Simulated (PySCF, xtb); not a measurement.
benzene (C6H6), SMILES c1ccccc1.

Harmonic wavenumbers (cm⁻¹) from GFN2-xTB (xtb) at its own minimum, in rising order: 368, 368, 579, 579, 658, 692, 882, 882, 930, 930, 937, 957, 1067, 1090, 1090, 1176, 1198, 1198, 1304, 1320, 1460, 1460, 1600, 1600, 3069, 3072, 3073, 3084, 3085, 3093.

Q: What does PBE-D3(BJ)/def2-SVP (PySCF) give at its own minimum? (An estimate is asked for; the answer gives what the named calculation found.)

A: 401, 401, 600, 600, 668, 714, 838, 838, 963, 963, 980, 997, 1002, 1034, 1034, 1129, 1151, 1151, 1315, 1378, 1463, 1463, 1611, 1611, 3104, 3113, 3113, 3128, 3128, 3137. Paired by order, the mean absolute difference is 35 cm⁻¹ and the zero-point energies are 61.2 and 61.5 kcal/mol.
